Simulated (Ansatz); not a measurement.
**BSiP+ (doublet): wave-function methods side by side, def2-TZVPP**

One table from this session's results is given with a row withheld; the runs are named, their logs left out.

Method: def2-TZVPP, core rule «outside noble gas», up to 11 orbitals frozen; program: Ansatz 0.2.0, Gaussian basis.

To be run: UHF; ROHF; CCSD(T) on UHF.

2 further runs of the same task are left out: 2 set aside as unsound or not needed.

## The geometry

The geometry is a PBE0/def2-TZVP stationary point (not a proven minimum) of the parent state, kept for this charge and spin.

3 atoms, charge 1, spin multiplicity 2.

Atoms are counted from 1 here; the program's logs count them from 0.

Bond lengths: B1–P2 1.813 Å, B1–Si3 2.032 Å, P2–Si3 2.135 Å. Angles: P2–B1–Si3 67.2°, B1–P2–Si3 61.3°, B1–Si3–P2 51.5°.

The first run:

File in.yaml:

```yaml
crystal:
  periodic: [false, false, false]
  atoms:
    - {symbol: B, position_ang: [0.000000, -1.336957, 0.188448]}
    - {symbol: P, position_ang: [0.000000, 0.294228, 0.979363]}
    - {symbol: Si, position_ang: [0.000000, 0.190151, -1.152618]}
basis:
  gaussian: {orbitals: def2-TZVPP}
total_charge: 1
magnetization: {spin_polarized: true, initial_magnetization: 1}
hamiltonian: {xc: hf}
output: {orbitals: {seedname: orbitals}}
```

Started as:

```sh
$ ansatz run in.yaml --threads 1 --pin off --events-out ev --progress --plain --max-ram 4096MiB --backend cpu
```

Steps of the session up to this table: UHF; ROHF; CCSD(T) on UHF.

One table of the session follows, with a row left open; its other results are not shown here.

| method | from UCCSD(T) (meV) |
| --- | --- |
| ROHF | +9509.8 |
| UHF | +8932.8 |
| UMP2 | ? |
| UCCSD | +668.4 |
| UCCSD(T) | 0 |

Estimate the missing values for UMP2.

The run gave: from UCCSD(T) (meV): +1785.0. In the column «from UCCSD(T) (meV)» it lies between UCCSD (+668.4) and UHF (+8932.8).

To keep in mind: The determinant is far from a pure spin state, so its energy mixes those of several spin states (harmless only where they are near-degenerate, as at dissociation).
